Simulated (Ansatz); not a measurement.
Input file:

```yaml
crystal:
  periodic: [false, false, false]
  atoms:
    - {symbol: Ge, position_ang: [0.000000, 0.000000, 0.000000]}
    - {symbol: P, position_ang: [0.000000, 0.000000, 2.118000]}
basis:
  gaussian: {orbitals: cc-pVDZ}
total_charge: 1
magnetization: {spin_polarized: false, initial_magnetization: 2}
correlation: {method: bccd_t, electrons: outside_noble_gas}
```

```sh
$ ansatz run in.yaml --threads 1 --pin off --events-out ev --progress --plain --max-ram 4096MiB --backend cpu
```

Output:

```
521 factors; integrals over basis functions are off by at most 7.8e-4 eV
mean field evaluation 1: about -65733.8944 eV, gradient 1.3e1 eV
mean field evaluation 2: about -65733.9781 eV, gradient 1.3e1 eV
mean field evaluation 4: about -65735.1196 eV, gradient 1.1e0 eV
mean field evaluation 8: about -65735.1522 eV, gradient 3.6e-1 eV
mean field evaluation 16: about -65735.1604 eV, gradient 3.6e-2 eV
mean field evaluation 32: about -65735.1604 eV, gradient 4.8e-6 eV
mean field evaluation 64: about -65735.1604 eV, gradient 5.8e-3 eV
mean field evaluation 96: about -65735.1604 eV, gradient 2.5e-4 eV
mean field evaluation 128: about -65735.7354 eV, gradient 4.5e0 eV
mean field evaluation 160: about -65735.1604 eV, gradient 2.5e-2 eV
...
mean field -65735.96097423 eV, -2415.7520083681 hartree, gradient 2.2e-6 eV, S^2 2.000000; 11 other end points of the search recorded, 0 dependent functions left out
...
mean field evaluation 576: about -65735.5346 eV, gradient 6.2e-1 eV
mean field evaluation 608: about -65735.5919 eV, gradient 1.5e0 eV
determinant -65735.96097423 eV, -2415.7520083681 hartree, with singles and doubles -65740.26755781 eV, -2415.9102723958 hartree
determinant -65735.16043127 eV, -2415.7225889570 hartree, with singles and doubles -65740.01429248 eV, -2415.9009650667 hartree
determinant -65735.96097423 eV, -2415.7520083681 hartree, with singles and doubles -65740.26746608 eV, -2415.9102690248 hartree
determinant -65735.16043127 eV, -2415.7225889570 hartree, with singles and doubles -65740.01436671 eV, -2415.9009677946 hartree
mean field evaluation 640: about -65735.9610 eV, gradient 2.2e-6 eV
19 core orbitals not correlated: weight in the atoms' cores, before any rotation towards them, 0.999 or more for the frozen orbitals, at most 0.001 for the correlated occupied ones
reference -65735.96097423 eV, -2415.7520083681 hartree; 5, 3 occupied and 21, 23 virtual orbitals, 521 factors
second order -3.38803134 eV of doubles, -0.06745350 eV of singles
cycle   1  -4.30480880 eV  change    1.7e-3 eV  update   5.6e-3
cycle   2  -4.30398333 eV  change    8.3e-4 eV  update   1.1e-3
cycle   3  -4.30337995 eV  change    6.0e-4 eV  update   5.8e-4
cycle   4  -4.30321129 eV  change    1.7e-4 eV  update   1.9e-4
cycle   5  -4.30324730 eV  change   -3.6e-5 eV  update   7.4e-5
cycle   6  -4.30325167 eV  change   -4.4e-6 eV  update   2.6e-5
cycle   7  -4.30325272 eV  change   -1.1e-6 eV  update   8.5e-6
perturbative correction -0.14597627 eV, -0.0053645291 hartree
Total energy: -65740.41020322 eV, -2415.9155145180 hartree
```

For the same geometry and basis full CI lies 43.0 meV lower.

Ran on 1 thread of AMD EPYC 7R13, shared host: 7 s wall, 0.23 GiB peak host memory.
